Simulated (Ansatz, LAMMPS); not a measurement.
## Zone-centre LO phonon frequency of rock-salt BaO: levels of theory against measurement

Reference value: 440 cm⁻¹ (measured, temperature not stated, not corrected to a static lattice; as tabulated in Roshan et al. (2021), arXiv:2110.13857).

Problem. Put these levels in order of the zone-centre LO phonon frequency that they give for rock-salt BaO, smallest first: PBE (Ansatz, a first-principles code), ionic model lewis1985b (shell model, LAMMPS), ionic model pedone2006 (rigid ions, LAMMPS).

Solution. ionic model lewis1985b (362 cm⁻¹), PBE (383 cm⁻¹), ionic model pedone2006 (439 cm⁻¹)

Unless a cell is named, each level is at its own relaxed cell (ionic model lewis1985b 20.94, ionic model pedone2006 20.81, PBE 21.65 Å³/atom).

Differences against the reference: ionic model lewis1985b -17.7 %, ionic model pedone2006 -0.2 %, PBE -13.0 %.

The reference has no zero-point or thermal correction, while the calculations are for a static lattice, so the differences are not the levels' errors alone.  Rigid ions have no electronic screening (ε∞ = 1). Each level is taken at its own relaxed cell. Ansatz's density-functional and Hartree–Fock values are scalar-relativistic unless marked +SOC, with PAW data made under PBE.

Empirical potentials (ionic model lewis1985b, ionic model pedone2006) are fitted to chosen data, which need not cover the solid at hand: agreement can be built in, and what lay outside the fit can be far off.

Differences are worked out from the printed values.
